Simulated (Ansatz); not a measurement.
## Ansatz (development build ahead of 0.2.0) run

```yaml
crystal:
  periodic: [false, false, false]
  atoms:
    - { symbol: Li, position_ang: [0.0, 0.0, 0.0] }
    - { symbol: H, position_ang: [0.0, 0.625, 1.45] }
    - { symbol: H, position_ang: [0.0, -0.625, 1.45] }
basis:
  gaussian: { orbitals: pcseg-2 }
magnetization:
  initial_magnetization: 1
hamiltonian:
  xc: { name: BLYP }
```

The input is written out in the form of the current development build from the run's settings.

Results

| Item | Value |
| --- | --- |
| Converged | yes |
| Total energy | -8.60992 hartree |
| Spin squared of the determinant | 0.750 |
| Stability test | saddle among restricted orbitals |

Caution: the determinant is a saddle point.
